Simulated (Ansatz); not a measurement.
C2H6S, closed shell: at the start structure of a reaction step.

The input file, in.yaml:

```yaml
crystal:
  periodic: [false, false, false]
  atoms:
    - {symbol: S, position_ang: [-1.699670, -0.309723, -0.517835]}
    - {symbol: C, position_ang: [0.046446, -0.496471, -0.051602]}
    - {symbol: H, position_ang: [0.593073, -0.943249, -0.883658]}
    - {symbol: H, position_ang: [0.117562, -1.163660, 0.808938]}
    - {symbol: C, position_ang: [0.611999, 0.868641, 0.285089]}
    - {symbol: H, position_ang: [1.663013, 0.782298, 0.569582]}
    - {symbol: H, position_ang: [0.071556, 1.324316, 1.117750]}
    - {symbol: H, position_ang: [0.546609, 1.543999, -0.570869]}
    - {symbol: H, position_ang: [-1.950586, -1.606151, -0.757495]}
basis:
  gaussian: {orbitals: def2-TZVPP}
hamiltonian: {xc: pbe0, dispersion: d4}
output: {orbitals: {seedname: orbitals}}
```

Launched with

```bash
ansatz run in.yaml --threads 2 --pin off --events-out ev --progress --plain --max-ram 4352MiB
```

The run's output (Ansatz 0.2.0):

```
Functional definition: PBE0
  name "PBE0"
  cite "Adamo & Barone, J. Chem. Phys. 110, 6158 (1999) doi:10.1063/1.478522"
  cite "Perdew, Burke & Ernzerhof, Phys. Rev. Lett. 77, 3865 (1996) doi:10.1103/PhysRevLett.77.3865"
  parent pbe
  parameter a = 0.25
  parameter kappa = 0.804
  parameter beta = 0.06672455060314922
  exchange = (1 - a)*pbe_x(kappa = kappa, mu = beta*pi^2/3) + a*exact_x
  correlation = pbe_c(beta = beta)
1029 factors; their error is unknown
mean field evaluation 1: about -12995.9379 eV, gradient 5.1e1 eV
mean field evaluation 2: about -12992.1711 eV, gradient 6.2e1 eV
mean field evaluation 4: about -13002.0565 eV, gradient 2.5e0 eV
mean field evaluation 8: about -13002.0691 eV, gradient 2.1e-2 eV
mean field evaluation 16: about -13002.0674 eV, gradient 1.3e-5 eV
mean field -13002.06737306 eV, -477.8171628423 hartree, gradient 1.3e-5 eV, S^2 0.000000; 0 other end points of the search recorded, 0 dependent functions left out
reference -13002.06739968 eV, -477.8171638202 hartree; 17, 17 occupied and 171, 171 virtual orbitals, 1029 factors
Total energy: -13002.18310254 eV, -477.8214158221 hartree
```

The run took about 1.9 s on 2 CPU threads (shared host).
